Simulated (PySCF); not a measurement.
# Relaxation of doublet SF₃

Method: UPBE0/[S def2-TZVP, F def2-TZVP], no relativity, density fitting, PySCF. A (50,194) grid was used.

A start displaced from a saddle point along its imaginary mode, with no symmetry imposed:

```xyz
4
charge 0 multiplicity 2, angstrom
S     0.0365    0.0144    0.2050
F     1.7036   -0.0442   -0.1070
F    -0.9139    1.3439   -0.1163
F    -0.8512   -1.3239   -0.1217
```

Optimiser trace:
| step | E − E(last) (kJ/mol) | largest gradient (Eh/bohr) |
| --- | --- | --- |
| 0 | 89.27 | 0.00555 |
| 1 | 86.22 | 0.00741 |
| 2 | 83.89 | 0.00813 |
| 3 | 78.08 | 0.01075 |
| 4 | 67.55 | 0.01280 |
| 5 | 50.56 | 0.02203 |
| 6 | 30.00 | 0.03519 |
| 7 | 17.09 | 0.02976 |
| 8 | 9.25 | 0.01984 |
| 9 | 2.48 | 0.00494 |
| 10 | 1.56 | 0.01121 |
| 11 | 0.11 | 0.00266 |
| 12 | 0.02 | 0.00153 |
| 13 | 0.00 | 0.00012 |
| 14 | 0.00 | 0.00004 |

It ends at Cs with S–F 1.568 Å, S–F 1.657 Å (×2); F–S–F 87.9° (×2), F–S–F 163.6° (after a last refinement on a finer grid). A frequency run shows a minimum. Other isomers or separated fragments may lie lower.

Final geometry:
Z-matrix (Å, degrees; charge 0 multiplicity 2):
```
S
F  1 1.6572
F  1 1.6572 2 163.63
F  1 1.5683 2 87.88 3 75.09
```

The relaxation took 36 s on 4 threads of a shared Arm Neoverse V2 host, with 130 basis functions and 16 gradients; the process peaked at 1.4 GiB. Launch command: `OMP_NUM_THREADS=4 python axn.py task.json out`.
